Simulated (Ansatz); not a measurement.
Ge2PH, singlet: reading a ladder of total energies

Geometry: displaced at random from a stationary point.

| atom | x (Å) | y (Å) | z (Å) |
| --- | --- | --- | --- |
| Ge | -0.0189 | -0.3200 | 1.2560 |
| P | -0.0197 | 1.5456 | -0.0798 |
| Ge | 0.0283 | -0.3347 | -1.1846 |
| H | -0.0745 | -0.3194 | -2.6934 |

Basis cc-pVDZ; Ansatz 0.2.0. Correlated methods freeze the noble-gas cores and the filled d shells of p-block atoms, which leaves 14 electrons in 44 orbitals. Prefix R: restricted or restricted open-shell reference. No spin–orbit coupling is included, and no scalar relativity.

Full CI isn't at hand for all of this; RCCSDT(Q) serves as the reference, and is uncertain by about the last step of the cluster series.

Runs differ by some tens of microhartree through their thresholds, so steps under 0.03 kcal/mol mean nothing.

```
    level  total energy (hartree)
      RHF            -4491.966076
     RMP2            -4492.240679
    RCCSD            -4492.269603
 RCCSD(T)            -4492.286825
   RCCSDT            -4492.287786
RCCSDT(Q)            -4492.289604
```

**Question.** What is the correlation energy at RCCSDT(Q), and what share of it do RMP2 and RCCSDT recover?

**Answer.** E(corr) = -4492.289604 − (-4491.966076) = -0.323528 hartree = -8.804 eV. RMP2: -0.274603 / -0.323528 = 84.88 %. RCCSDT: -0.321710 / -0.323528 = 99.44 %.

**Question.** By how many kcal/mol does RCCSD(T) miss RCCSDT(Q) (1 hartree = 627.509 kcal/mol), and which steps make up the rest?

**Answer.** -4492.286825 − (-4492.289604) = 0.002779 hartree = 1.74 kcal/mol. Steps: RCCSDT − RCCSD(T) = -0.60, RCCSDT(Q) − RCCSDT = -1.14 kcal/mol. Differences between like states or geometries often cancel part of this.
